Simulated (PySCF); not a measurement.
# A diatomic session: C2+

Aim: find the lowest electronic state of C2+, scan its bond at several levels of theory, and get bond length, wavenumber and dissociation energy from each curve.

Computed with PySCF 2.14.0. Level: C def2-TZVPPD, no relativity.

### 1 The job

Settings of the job:

| Item | Value |
| --- | --- |
| atoms | C, C |
| charge | 1 |
| basis | C def2-TZVPPD |
| Hamiltonian | no relativity |
| basis functions | 74 |
| electrons treated | 11 |
| masses in u | 12.0000, 12.0000 |
| levels | PBE0, PBE, r²SCAN, TPSS, M06-L, BLYP, BP86, M06, HSE06, HF, MP2, SCS-MP2, CCSD, CCSD(T) |
| grid | 80 radial by 434 angular points |
| occupations | held fixed by the projection of orbital angular momentum |
| dissociation limit | C+ + C, each in its ground configuration |
| starting distance in angstrom | 1.520 |
| values of 2S to try | 1, 3 |

Launch:

```
$ OMP_NUM_THREADS=1 python dia.py task.json out
```

After this run come: PBE0 along the bond; Excited determinants; PBE (GGA); r²SCAN (meta-GGA); TPSS (meta-GGA); M06-L; BLYP; BP86; M06 (hybrid meta-GGA); HSE06; UHF (mean field); Adding correlation.

Q: Predict the outcome of this session. Wanted: for each run, Re; ωe; De.

**Answer**, as computed:

Lowest PBE0 solution found, without spin–orbit coupling: ⁴Σg⁻ (quartet), unpaired electrons σ ↑, π ↑↑. State 2 has its PBE0 minimum 0.50 eV higher, as a spin-mixed determinant (⟨S²⟩ = 1.77), so this is no gap between pure states. State 3 has its PBE0 minimum 0.57 eV higher, as a spin-mixed determinant (⟨S²⟩ = 1.76), so this is no gap between pure states. State 4 has its PBE0 minimum 1.68 eV higher. The other levels ran on the lowest alone.

```csv
level,Re (Å),ωe (cm⁻¹),De (eV)
UHF,1.379,1457,3.52
UHF-MP2,1.401,1404,5.66
UHF-SCS-MP2,1.387,1491,5.23
UHF-CCSD,1.403,1377,5.22
UHF-CCSD(T),1.411,1347,5.52
PBE,1.419,1286,6.58
BLYP,1.420,1265,6.16
BP86,1.421,1275,6.43
TPSS,1.414,1300,6.12
r²SCAN,1.412,1312,6.16
M06-L,1.415,1254,6.24
PBE0,1.402,1358,6.01
HSE06,1.401,1358,5.98
```

De is counted to C+ + C in their ground configurations. No constants: M06 (the points don't follow one smooth fit).

Differences from CCSD(T) in the same basis:

```
      level  Re (mÅ)  ωe (%)
        UHF      -33    +8.2
    UHF-MP2      -10    +4.3
UHF-SCS-MP2      -24   +10.8
   UHF-CCSD       -8    +2.3
        PBE       +8    -4.5
       BLYP       +8    -6.0
       BP86      +10    -5.3
       TPSS       +2    -3.4
     r²SCAN       +1    -2.5
      M06-L       +4    -6.8
       PBE0      -10    +0.9
      HSE06      -10    +0.9
```

**Reading.** Judged by CCSD(T) in the same basis: best bond length r²SCAN (+1 mÅ), worst UHF (-33 mÅ); best wavenumber PBE0 and HSE06 (+0.9 %), worst UHF-SCS-MP2 (+10.8 %). Hartree–Fock falls on the short and stiff side, its usual fault. PBE has the long and soft bond that GGAs tend to give. Among the levels with a De in the table, it runs from 3.52 eV (UHF) to 6.58 eV (PBE).

Correlated steps freeze 2 core orbitals.
